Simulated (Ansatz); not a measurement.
System: litharge PbO. Method: PBE0 (Ansatz, a program for electronic structure, plane waves, PAW).

Run with plane-wave cutoff 460 eV, 6×6×6 k mesh, Fermi–Dirac smearing 0.01 eV, scalar-relativistic PAW data made under PBE.

Cell (relaxed at this level):

Space group P4/nmm, origin choice 1 (No. 129); a = 3.979 Å, b = 3.979 Å, c = 5.577 Å, α = 90.00°, β = 90.00°, γ = 90.00°

| atom | site | symmetry | x | y | z |
|---|---|---|---|---|---|
| Pb | 2c | 4mm | 0.0000 | 0.5000 | 0.2117 |
| O | 2a | -4m2 | 0.0000 | 0.0000 | 0.0000 |

**Question.** Estimate the band gap and smallest direct gap on the k points sampled that the calculation returns.

**Answer.** 
- band gap = 3.20 eV
- smallest direct gap on the k points sampled = 3.50 eV

Note: the cell comes from a level without a dispersion term, which matters for the spacing of layers, chains or molecules; the cell has widely spaced layers and the level no dispersion term, so their spacing and the moduli can rest on weak binding.

Spin–orbit coupling is not included; with these elements it can move the gap by several tenths of an eV or more.

Static lattice: no zero-point or thermal effects.

It cost around 100 core-minutes (rough) of CPU time.
